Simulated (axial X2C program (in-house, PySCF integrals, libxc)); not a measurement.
# Potential curves of F₂, two-component

Calculated with an in-house all-electron X2C program for linear molecules (integrals from PySCF). Two-component (2c) means X2C with spin–orbit coupling and atomic mean-field two-electron Coulomb and Gaunt terms. Basis: F dyall-av3z [7s6p3d2f] (cores contracted in-house); Gaussian nuclei, density fitting, unrestricted open shells. Masses: F 18.998 u.

State: Ω = 0 (closed shell). Energies in cm⁻¹ from the fragments at the same level (F + F). Fits are polynomials in 1 − R0/R over 0.85 to 1.23 times the lowest point R0.

```tsv
R (Å)	PBE0	HF	MP2	PW91
1.2006	-4720	16656	-5397	-8661
1.2558	-9157	13237	-10214	-13807
1.2972	-11073	12101	-12427	-16247
1.3386	-12059	11900	-13723	-17745
1.3800	-12313	12426	-14302	-18496
1.4283	-11896	13742	-14284	-18637
1.4766	-10903	15615	-13713	-18177
1.5387	-9035	18585	-12423	-16953
1.6146	-6184	22733	-10343	-14834
1.7250	-1536	29173	-6954	-11145
```

Correlated methods: 14 electrons correlated (number of frozen shells: F 1 s), 194 virtual spin orbitals or spinors in MP2.

The state is a single determinant with fixed occupations, the lowest that a limited PBE0 search found. Closed shells are restricted here (equal orbitals for both partners); the stretched side of such a curve lies too high. Dissociation energies refer to the lowest single-determinant-based atoms at the same level and basis. The 2c atoms are single determinants rather than J levels; their spin–orbit lowering is only partly caught, and De is too large by that part. This holds for PBE0, PW91. The functionals have no current-density term, which raises determinants with orbital currents, atoms included. MP2 and coupled cluster on one determinant become unreliable at the stretched end.

**Question.** Fit the PBE0 curve near its minimum: give the equilibrium distance, the harmonic wavenumber and the well depth.

**Answer.** At PBE0, 2c: Re = 1.376 Å, ωe ≈ 1100 cm⁻¹, De = 1.53 eV to F + F; Be follows as 0.937 cm⁻¹.

**Question.** Fit the HF curve near its minimum: give the equilibrium distance, the harmonic wavenumber and the well depth.

**Answer.** At HF, 2c: Re = 1.328 Å, ωe ≈ 1270 cm⁻¹, De = -1.47 eV to F + F; Be follows as 1.01 cm⁻¹.

**Question.** Fit the MP2 curve near its minimum: give the equilibrium distance, the harmonic wavenumber and the well depth.

**Answer.** At MP2, 2c: Re = 1.402 Å, ωe ≈ 997 cm⁻¹, De = 1.78 eV to F + F; Be follows as 0.903 cm⁻¹.

**Question.** What are Re, ωe and De at the PW91 level?

**Answer.** At PW91, 2c: Re = 1.414 Å, ωe ≈ 997 cm⁻¹, De = 2.31 eV to F + F; Be follows as 0.888 cm⁻¹.
